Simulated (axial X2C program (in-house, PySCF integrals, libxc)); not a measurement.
# ClSi⁺: bond curves with and without spin–orbit coupling

Aim: find the lowest determinant of ClSi⁺, scan the bond at several levels and fit the constants, once spin-free and once with spin–orbit coupling.

Method: all-electron X2C, Cl dyall-av3z, Si dyall-v3z; program: an in-house X2C program for linear molecules on PySCF integrals.

All values are calculated.

**1. The job**

File task.json:

```json
{"zs": [17, 14], "q": 1, "bas": ["dyall-av3z", "dyall-v3z"], "levels": ["PBE0", "HF", "PBEsol"], "cc": true, "r0": 2.15, "thr": -2.0, "nmax": 90, "npts": 10, "nst": 2, "ntry": 6}
```

Keys: zs atomic numbers; q charge; bas basis sets; levels methods (HF also brings MP2); cc coupled cluster on or off; r0 starting distance in Å; thr threshold in hartree for freezing inner shells (an s shell follows its p shell); nmax most natural virtual spinors; npts points asked for on the curve; nst determinants followed; ntry starts of the search.

Launch:

```bash
python so2c.py task.json out
```

Spin-free means the one-electron spin-free X2C Hamiltonian; two-component (2c) means X2C with spin–orbit coupling and atomic mean-field two-electron Coulomb and Gaunt terms. Basis: Cl dyall-av3z contracted to [9s8p3d2f], Si dyall-v3z contracted to [8s7p2d1f]; Gaussian nuclei, density fitting. Masses: Cl 34.969 u, Si 27.977 u.

Notation: σ, π±, δ± give the projection m of an orbital's angular momentum (0, ±1, ±2), α and β its spin, Λ and M_S the sums; ω is the projection of a spinor's total angular momentum and Ω the sum. Logs are in hartree.

Further steps of the session: PBE0, spin-free; HF, spin-free; PBEsol, spin-free; MP2 and beyond, spin-free; PBE0, 2c; HF, 2c; PBEsol, 2c; MP2 and beyond, 2c.

**Question.** What will these runs give? Wanted: for each run, Hamiltonian; Re; ωe; De; μ.

The runs gave:

Lowest determinant that the search found at its distance, spin-free: M_S = 0, Λ = 0 (closed shell).

Lowest determinant that the search found at its distance, 2c: Ω = 0 (closed shell).

```json
{"Hamiltonian": "spin-free", "level": "PBE0", "Re (Å)": "1.965", "ωe (cm⁻¹)": "666", "De (eV)": "5.15", "μ (D)": "3.37"}
{"Hamiltonian": "spin-free", "level": "HF", "Re (Å)": "1.954", "ωe (cm⁻¹)": "690", "De (eV)": "3.61", "μ (D)": "3.67"}
{"Hamiltonian": "spin-free", "level": "MP2", "Re (Å)": "1.964", "ωe (cm⁻¹)": "675", "De (eV)": "5.18", "μ (D)": "n/a"}
{"Hamiltonian": "spin-free", "level": "CCSD", "Re (Å)": "1.964", "ωe (cm⁻¹)": "675", "De (eV)": "4.83", "μ (D)": "n/a"}
{"Hamiltonian": "spin-free", "level": "CCSD(T)", "Re (Å)": "1.970", "ωe (cm⁻¹)": "663", "De (eV)": "5.00", "μ (D)": "n/a"}
{"Hamiltonian": "spin-free", "level": "PBEsol", "Re (Å)": "1.978", "ωe (cm⁻¹)": "643", "De (eV)": "5.65", "μ (D)": "3.23"}
{"Hamiltonian": "2c", "level": "PBE0", "Re (Å)": "1.965", "ωe (cm⁻¹)": "666", "De (eV)": "5.14", "μ (D)": "3.37"}
{"Hamiltonian": "2c", "level": "HF", "Re (Å)": "1.954", "ωe (cm⁻¹)": "690", "De (eV)": "3.48", "μ (D)": "3.67"}
{"Hamiltonian": "2c", "level": "MP2", "Re (Å)": "1.965", "ωe (cm⁻¹)": "675", "De (eV)": "5.13", "μ (D)": "n/a"}
{"Hamiltonian": "2c", "level": "CCSD", "Re (Å)": "1.964", "ωe (cm⁻¹)": "674", "De (eV)": "4.77", "μ (D)": "n/a"}
{"Hamiltonian": "2c", "level": "CCSD(T)", "Re (Å)": "1.970", "ωe (cm⁻¹)": "663", "De (eV)": "4.94", "μ (D)": "n/a"}
{"Hamiltonian": "2c", "level": "PBEsol", "Re (Å)": "1.978", "ωe (cm⁻¹)": "643", "De (eV)": "5.65", "μ (D)": "3.23"}
```

Dipoles are positive if Si is the positive end and refer to the centre of mass.

**Reading.** At CCSD(T), going from spin-free to two-component changes Re by 0 mÅ, ωe by 0.0 %; the spin-free picture holds up (part of it comes from the scalar share of the two-electron terms). De moves by -0.05 eV; both De rest on single-determinant atoms, which can miss part of an open shell's spin–orbit lowering.

De refers to Cl + Si+, each in the lowest determinant found, which need not be this curve's own limit. Each curve is one determinant whose occupation by symmetry is held fixed; it was picked as the lowest of a PBE0 search that is not exhaustive. Closed shells are restricted here (equal orbitals for both partners), which fails at long range if the bond breaks into open shells. Dissociation energies refer to the lowest single-determinant-based atoms at the same level and basis. Coupled cluster ran in a truncated set of natural virtual spinors; the MP2 energy of the rest was added.
